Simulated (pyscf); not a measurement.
Thermochemistry of product channels of `[CH2]=[Se]` + `[H]` [doublet] on the doublet surface, in kcal/mol, from ωB97M-D3(BJ)/def2-TZVP energies (ideal gas, 1 atm, RRHO with modes under 100 cm⁻¹ raised to 100, one conformer, R ln 2 for rigid chiral ones). PySCF, gas phase, ωB97X-D3(BJ)/def2-SVP geometries.

```csv
products,ΔE,ΔH(298 K),ΔG(600 K),ΔG(1200 K)
`[CH3]` [doublet] + `[Se]` [triplet],?,-2.1,-3.5,-4.5
`[CH]=[Se]` [doublet] + `[H][H]`,-6.5,-7.7,-10.9,-14.1
`[CH3][Se]` [doublet],?,-65.2,-49.9,-33.4
`[CH2][SeH]` [doublet],?,-44.9,-33.9,-22.6
```

Problem. Some entries are withheld; supply them.

Solution. 
- `[CH3]` [doublet] + `[Se]` [triplet], ΔE: -5.4
- `[CH3][Se]` [doublet], ΔE: -70.9
- `[CH2][SeH]` [doublet], ΔE: -47.9

These are energies of the channels, which say nothing of barriers. Left out: orbital degeneracy and the spin-orbit lowering of Se, which is large for Br, Se, Te and I. Elements up to Kr have no core potential and no relativistic terms here.
